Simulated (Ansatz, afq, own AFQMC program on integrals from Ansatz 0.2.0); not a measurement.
Integrals from Ansatz 0.2.0, then the random walk in our own AFQMC program (afq).

```yaml
crystal:
  periodic: [false, false, false]
  atoms:
    - {symbol: C, position_ang: [-0.788586, 1.537984, -0.575267]}
    - {symbol: H, position_ang: [-1.221919, 1.794109, -1.541720]}
    - {symbol: H, position_ang: [-0.363395, 2.116307, 0.244587]}
basis:
  gaussian: {orbitals: def2-TZVP}
magnetization: {spin_polarized: true, initial_magnetization: 2}
correlation: {method: ccsd_t, electrons: outside_noble_gas, hamiltonian_folder: ham}
```

```sh
$ ansatz run in.yaml --threads 1 --pin off --events-out ev --progress --plain --max-ram 24576MiB --backend cuda --devices 0, --max-vram 18GiB
```

Options of the walk:

```
--method free --trial cisd --walkers 4000 --time-step 0.03 --max-blocks 4000 --target-error 0.00018 --factor-cut 1e-05 --seed 5824 --times 0,0.3,0.6,1.2,1.8,2.4,3.6,4.8,6 --taylor-order 8
```

Times are imaginary, in 1/Eh. The walk had a cap of 64 s.

afq prints:

```
orbitals 42  electrons 4 2  factors 296 of 298
reference energy -38.93768941 Eh
CCSD correlation -0.13237534 Eh in 9 cycles, weight of the determinant in the CISD state 0.9471
repeat  energy at the last time / Eh  error
    10  -39.073854  0.000099
    20  -39.073914  0.000058
time / (1/Eh)  energy / Eh  error  mean overlap
  0.00  -39.070063  0.000005  1.0558
  0.30  -39.072712  0.000020  1.0548
  0.60  -39.073381  0.000022  1.0551
  1.20  -39.073711  0.000015  1.0540
  1.80  -39.073764  0.000032  1.0543
  2.40  -39.073814  0.000037  1.0573
  3.60  -39.073843  0.000041  1.0516
  4.80  -39.073862  0.000049  1.0523
  6.00  -39.073886  0.000058  1.0392
energy -39.073886 +/- 0.000058 Eh
```

The run passed its tests (error under three times the target), which doesn't prove that it has relaxed, ending at its cap on processor time.

Against this walk (error 1.6 meV) on the same determinant: CCSD(T) 17.9 meV higher, CCSDT(Q) 2.3 meV higher (within the noise). The error is statistical, and a free projection of finite length keeps a remainder of its start.

Cautions: remainder of the start not in the error.

The walk took 68 s on 2 threads of a server CPU with a shared H100 80 GB, shared host (the card was shared). The log's last line is the free-projection energy.

CCSDT and higher add their correlation energy to the determinant of the CCSD(T) run, since their own runs factorise the integrals more tightly (a shift of under 2 meV). A walk keeps the symmetry of its determinant, which the program's search chose and which needn't be the lowest solution, so a lower state of the same spin and another symmetry isn't excluded.
